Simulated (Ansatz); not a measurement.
Task: Name a neutral molecule of C, S and H with HOMO energy (ωB97M-V/def2-TZVPP) between -9.35 and -9.05 eV and LUMO energy (ωB97M-V/def2-TZVPP) between 1.95 and 2.25 eV (Ansatz, PBE0-D4/def2-TZVP geometry).

Result: `C#CCS` (-9.28 eV, 2.02 eV). Other molecules can fit too; these were computed, each in one conformer that needn't be the lowest.
